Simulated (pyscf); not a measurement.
## Four-centre exchange: dichlorosilylene (Cl–Si:–Cl) [singlet] + silane (SiH₄) → hydrogen chloride (HCl) + H₃Si–Si:–Cl [singlet]

Gas phase, singlet surface, charge 0. Bonds broken: Cl1–Si2, Si4–H5. Bonds formed: Cl1–H5, Si2–Si4. Single points on ωB97X-D3(BJ)/def2-SVP structures (PySCF, gas phase). MP2 and CC: frozen core, UHF for open shells. ΔMP2 is the change of the MP2 total energy from the triple- to the quadruple-zeta basis.

Transition state (Å):

```xyz
8

Cl    -0.0795     2.1091    -0.7725
Si     0.9174     0.6724     0.9552
Cl     2.0947    -0.4593    -0.3765
Si    -1.0211    -0.8463     0.6429
H     -0.5349     0.7921    -0.2690
H     -0.3475    -1.9379     1.4059
H     -1.3818    -1.3569    -0.7128
H     -2.2441    -0.4102     1.3764
```

One imaginary mode, 786i cm⁻¹; descent along it reached the two sides named, in the forms told below.

```csv
bond,change,reactant side (Å),saddle,product side
Cl1–Si2,breaks,2.086,2.458,2.8
Si4–H5,breaks,1.506,1.937,3.5
Cl1–H5,forms,3.1,1.482,1.291
Si2–Si4,forms,3.5,2.482,2.388
```

Electronic energies relative to the separated reactants (kcal/mol):

```json
[
 {"level": "ωB97X-D3(BJ)/def2-TZVP", "barrier": "35.5", "reaction energy": "+34.5", "reverse barrier": "1.0"},
 {"level": "PBE/def2-TZVP", "barrier": "29.6", "reaction energy": "+34.8", "reverse barrier": "-5.2"},
 {"level": "r²SCAN/def2-TZVP", "barrier": "32.3", "reaction energy": "+37.0", "reverse barrier": "-4.7"},
 {"level": "B3LYP-D3(BJ)/def2-TZVP", "barrier": "36.8", "reaction energy": "+36.7", "reverse barrier": "0.1"},
 {"level": "PBE0-D3(BJ)/def2-TZVP", "barrier": "31.0", "reaction energy": "+34.4", "reverse barrier": "-3.4"},
 {"level": "M06-2X/def2-TZVP", "barrier": "39.5", "reaction energy": "+37.9", "reverse barrier": "1.6"},
 {"level": "ωB97M-D3(BJ)/def2-TZVP", "barrier": "40.5", "reaction energy": "+38.0", "reverse barrier": "2.5"},
 {"level": "HF/def2-TZVP", "barrier": "63.0", "reaction energy": "+39.0", "reverse barrier": "23.9"},
 {"level": "MP2/def2-QZVPP", "barrier": "38.4", "reaction energy": "+38.1", "reverse barrier": "0.3"},
 {"level": "CCSD/def2-TZVPP", "barrier": "44.9", "reaction energy": "+35.0", "reverse barrier": "9.8"},
 {"level": "CCSD(T)/def2-TZVPP", "barrier": "41.0", "reaction energy": "+35.0", "reverse barrier": "6.0"},
 {"level": "CCSD(T)/def2-TZVPP + ΔMP2(QZVPP)", "barrier": "40.1", "reaction energy": "+35.2", "reverse barrier": "5.0"}
]
```

With CCSD(T)/def2-TZVPP + ΔMP2(QZVPP) energies and thermal terms (ideal gas, 1 atm, RRHO with modes under 100 cm⁻¹ raised to 100, one conformer, R ln 2 for chiral ones without a mode under 150 cm⁻¹), in kcal/mol:

```tsv
T (K)	ΔH‡	ΔG‡	ΔH	ΔG
298	39.0	48.4	+35.1	+33.9
600	39.8	57.6	+35.9	+32.4
900	40.7	66.4	+36.3	+30.5
1200	41.5	74.8	+36.7	+28.5
```

On the product side the descent ends in a bound adduct, 8.2 kcal/mol under the separated species and 9.2 kcal/mol under the saddle at ωB97X-D3(BJ)/def2-TZVP. At PBE, r²SCAN, PBE0-D3(BJ) the saddle lies under the separated products, which points to a path from their complex (located at ωB97X-D3(BJ) alone), and parting the products costs more than the saddle. At the saddle there is also a short H–Si contact that neither side keeps. This is the saddle that the search found; another between the same sides may lie lower. The CCSD(T) − MP2 part came from Ansatz, without density fitting, on the same reference.
